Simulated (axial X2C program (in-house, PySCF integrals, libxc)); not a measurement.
**Which molecule has these constants?**

All values come from calculations with an in-house relativistic program for diatomic molecules, spin-free (one-electron X2C) or two-component (2c: spin–orbit coupling with atomic mean-field Coulomb and Gaunt terms, which also bring small scalar terms), in Dyall basis sets with cores contracted in-house; open shells are unrestricted.

A two-component PBE0 calculation in a Dyall 3-zeta basis gave Re = 1.965 Å, ωe = 665.6 cm⁻¹, De = 5.14 eV, Ω = 0.

Task: Which molecule is it?
A. MgSi⁺
B. NaSi⁺
C. SiS⁺
D. SiP⁺
E. SiCl⁺

Result: E. The others have NaSi⁺ 3.128 Å and 148.6 cm⁻¹ (Ω = 2); MgSi⁺ 2.699 Å and 279.1 cm⁻¹ (Ω = 1/2); SiP⁺ 2.226 Å and 507.7 cm⁻¹ (Ω = 1); SiS⁺ 2.081 Å and 594.2 cm⁻¹ (Ω = 3/2).

Each entry is the lowest single determinant of a limited PBE0 search at one distance. De goes to single-determinant-based atoms at the same level (for ions the charge split of lowest energy) and is withheld (n/a) where an atom does not fit its ground term or J level. Main or longest-lived isotopes. One determinant is a doubtful description, or other states lie close, for NaSi⁺, MgSi⁺, SiP⁺, SiS⁺; these need not be ground states, and all values refer to the states named. Some open-shell Ω = 0 determinants are out of reach, so the Ω given for NaSi⁺, SiP⁺ need not be the lowest component. With several unpaired electrons the Ω given is that of one determinant, not necessarily of the lowest component. Some light 2c atoms are not at their ground J level, so De misses part of their lowering (0.04 eV or less). The functionals have no current term, which raises determinants with orbital currents. Where the atoms have a lower orbital projection than the molecule, De at mean-field level may be about a tenth of an eV too small.
